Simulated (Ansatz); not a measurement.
We consider hcp Zn, described by PBE-D4 in Ansatz (PAW).

Numerical settings: plane-wave cutoff 520 eV, 24×24×12 k mesh (along the axes of the cell as run), Fermi–Dirac smearing 0.05 eV, scalar-relativistic PAW data made under PBE.

Cell (relaxed at this level):

```xyz
2
Lattice="1.3089 -2.2671 0.0000 1.3089 2.2671 0.0000 0.0000 0.0000 4.9002" Properties=species:S:1:pos:R:3 pbc="T T T"
Zn     1.3089     0.7557     1.2251
Zn     1.3089    -0.7557     3.6752
```

Task: Predict the bulk modulus B0.

Result: 
- bulk modulus B0: 76.2 GPa

The run finds no gap.

Measured, for comparison: bulk modulus 69.7 GPa (zero-point energy and finite temperature contributions removed, our sources range from 64.7 to 69.7; as tabulated in doi:10.1021/acs.jctc.3c00612). Computed (rounded) less measured: bulk modulus +9 % (+9 % to +18 % over the range).

Note: the bulk modulus comes from volumes at which shape and atoms were relaxed.

It cost around 6 core-minutes (rough) of CPU time.

Ansatz is an electronic-structure program.
